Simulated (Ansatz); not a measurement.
# SiH2S2 (SMILES S[Si]S): B3LYP/6-31G(d) (spherical functions)

What is the vertical electron affinity of SiH2S2 at B3LYP/6-31G* (spherical functions)? 

Program for the calculation: Ansatz 0.2.0.

18 further runs of the same task are left out: 18 set aside as unsound or not needed.

## 1. The molecule

SiH2S2: 5 atoms, total charge 0, spin state singlet. As SMILES, `S[Si]S`. Geometry: relaxed at PBE0-D4/def2-TZVP. This is one conformer, not always the lowest.

Bond lengths: S1–Si2 2.140 Å, Si2–S3 2.145 Å, S1–H4 1.344 Å, S3–H5 1.346 Å. Angles: S1–Si2–S3 98.2°, Si2–S1–H4 94.8°, Si2–S3–H5 101.2°.

## 2. The energy at B3LYP/6-31G(d) (spherical functions)

in.yaml

```yaml
crystal:
  periodic: [false, false, false]
  atoms:
    - {symbol: S, position_ang: [-0.640700, -1.023800, -0.541200]}
    - {symbol: Si, position_ang: [-0.655200, 0.968900, 0.237800]}
    - {symbol: S, position_ang: [1.426500, 1.117300, 0.734200]}
    - {symbol: H, position_ang: [-1.954700, -1.042200, -0.825100]}
    - {symbol: H, position_ang: [1.874100, -0.093900, 0.352900]}
basis:
  gaussian:
    orbitals: 6-31Gs-spherical.json
hamiltonian:
  xc: {name: B3LYP}
output: {orbitals: {seedname: orbitals}}
accuracy: high
```

The basis set 6-31G* is read from a file made from the Basis Set Exchange's data (not shown).

On the command line:

```bash
$ ansatz run in.yaml --threads 1 --pin off --max-ram 2610MiB --events-out events.jsonl --progress --plain --runs-dir runs
```

Standard output:

```text
Warning: RAYON_NUM_THREADS=1 ignored (pool sized by the plan → 1); use --threads N
Functional definition: B3LYP
  name "B3LYP"
  parameter a0 = 0.2
  parameter ax = 0.72
  parameter ac = 0.81
  exchange = (1 - a0 - ax)*slater_x + ax*b88_x + a0*exact_x
  correlation = (1 - ac)*vwn_rpa_c + ac*lyp_c
1185 factors; integrals over basis functions are off by at most 3.3e-9 eV
mean field evaluation 1: about -29580.2087 eV, gradient 1.7e1 eV
mean field evaluation 2: about -29579.6819 eV, gradient 2.2e1 eV
mean field evaluation 4: about -29581.2284 eV, gradient 5.3e-1 eV
mean field evaluation 8: about -29581.3461 eV, gradient 7.5e-2 eV
mean field evaluation 16: about -29581.3461 eV, gradient 6.2e-6 eV
mean field -29581.34612235 eV, -1087.0944190396 hartree, gradient 5.0e-9 eV, S^2 0.000000; 0 other end points of the search recorded, 0 dependent functions left out
reference -29581.34615558 eV, -1087.0944202611 hartree; 24, 24 occupied and 34, 34 virtual orbitals, 1185 factors
Total energy: -29581.34615558 eV, -1087.0944202611 hartree
```

Wall time 1.9 s (1 thread of AMD EPYC 9R45 (Zen 5), shared host); peak memory 0.18 GiB.

## 3. The doublet anion

in.yaml

```yaml
crystal:
  periodic: [false, false, false]
  atoms:
    - symbol: S
      position_ang: [-0.640700, -1.023800, -0.541200]
    - symbol: Si
      position_ang: [-0.655200, 0.968900, 0.237800]
    - symbol: S
      position_ang: [1.426500, 1.117300, 0.734200]
    - symbol: H
      position_ang: [-1.954700, -1.042200, -0.825100]
    - symbol: H
      position_ang: [1.874100, -0.093900, 0.352900]
basis:
  gaussian: {orbitals: 6-31Gs-spherical.json}
total_charge: -1
magnetization: {spin_polarized: true, initial_magnetization: 1}
hamiltonian: {xc: {name: B3LYP}}
accuracy: high
output: {orbitals: {seedname: orbitals}}
```

The basis set 6-31G* is read from a file made from the Basis Set Exchange's data (not shown).

On the command line:

```bash
$ ansatz run in.yaml --threads 1 --pin off --max-ram 2610MiB --events-out events.jsonl --progress --plain --runs-dir runs
```

Standard output:

```text
Warning: RAYON_NUM_THREADS=1 ignored (pool sized by the plan → 1); use --threads N
[... 7 set-up lines as earlier in the session ...]
1185 factors; integrals over basis functions are off by at most 3.3e-9 eV
mean field evaluation 1: about -29581.0571 eV, gradient 6.5e0 eV
mean field evaluation 2: about -29581.2054 eV, gradient 5.9e0 eV
mean field evaluation 4: about -29581.4692 eV, gradient 3.3e-1 eV
mean field evaluation 8: about -29581.5909 eV, gradient 2.1e-2 eV
mean field evaluation 16: about -29581.5909 eV, gradient 4.4e-5 eV
mean field -29581.59089582 eV, -1087.1034142988 hartree, gradient 6.8e-8 eV, S^2 0.754334; 0 other end points of the search recorded, 0 dependent functions left out
reference -29581.59092822 eV, -1087.1034154898 hartree; 25, 24 occupied and 33, 34 virtual orbitals, 1185 factors
Total energy: -29581.59092822 eV, -1087.1034154898 hartree
```

Wall time 3.6 s (1 thread of AMD EPYC 9R45 (Zen 5), shared host); peak memory 0.26 GiB.

## 4. Outcome

At B3LYP/6-31G* (spherical functions):

| quantity | value |
| --- | --- |
| singlet SiH2S2: total energy | -1087.09442 Eh |
| singlet SiH2S2: HOMO energy | -6.95 eV |
| singlet SiH2S2: LUMO energy | -2.36 eV |
| singlet SiH2S2: HOMO–LUMO gap | 4.59 eV |
| doublet anion: total energy | -1087.10342 Eh |
| doublet anion: HOMO energy (highest over α and β) | 1.93 eV |
| doublet anion: LUMO energy (lowest over α and β) | 4.32 eV |
| doublet anion: ⟨S²⟩ | 0.754 |
| vertical electron affinity (to the doublet anion) | 0.245 eV |

In words: At fixed nuclei the extra electron is bound by 0.24 eV (5.6 kcal/mol). The basis has no diffuse functions, so the error can be as large as this value. The HOMO (doublet anion) lies at positive energy, 1.93 eV; only total energies tell whether the electron is bound.
